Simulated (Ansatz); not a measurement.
Relaxation of AlH₅N (7 atoms, charge 0, multiplicity 2), to a largest force component of 0.03 eV/Å in at most 50 steps.

Method: UKS PBE-D4/def2-SVP (Ansatz 0.2.0).

```xyz
7
Properties=species:S:1:pos:R:3:forces:R:3
Al 0.035 -0.032 -0.061 -0.05 0.07 -0.41
H 0.136 -0.248 1.497 0.04 -0.09 0.46
H 1.378 0.111 -0.922 0.01 0.01 0.00
H -1.392 0.025 -0.782 0.00 0.00 0.02
N -0.409 0.314 3.619 0.11 -0.03 -0.06
H -0.357 -0.724 3.759 -0.02 0.07 -0.01
H 0.609 0.555 3.710 -0.10 -0.03 -0.01
```

**Question.** Where does it end, and by what steps?

**Answer.** It converged. After 13 steps the energy has fallen by 1.854 eV; H2 moved furthest, 1.35 Å. Joined: Al1–N5 (3.72 → 1.88 Å).

```tsv
step	energy less start (eV)	largest force component (eV/Å)	accepted
0	0.0000	0.457	yes
1	-0.0103	0.646	yes
2	-0.0175	1.124	yes
3	-0.0482	1.349	yes
4	-0.1669	1.565	yes
5	-0.4868	0.972	yes
6	-1.0119	1.186	yes
7	-1.5309	1.227	yes
8	-1.6912	1.835	yes
9	-1.8263	0.283	yes
10	-1.8473	0.226	yes
11	-1.8517	0.109	yes
12	-1.8535	0.039	yes
13	-1.8537	0.016	yes
```

```xyz
7
Properties=species:S:1:pos:R:3
Al 0.000 -0.030 0.691
H 0.526 -1.530 1.360
H 1.235 0.704 -0.026
H -1.451 -0.226 0.032
N -0.117 0.395 2.524
H -0.885 0.064 3.124
H 0.692 0.624 3.115
```

Whether the end is a true minimum wasn't checked by a vibrational analysis.

Run time: 22 s on 1 thread of Arm Neoverse V2 (shared host), peak memory 0.12 GiB.
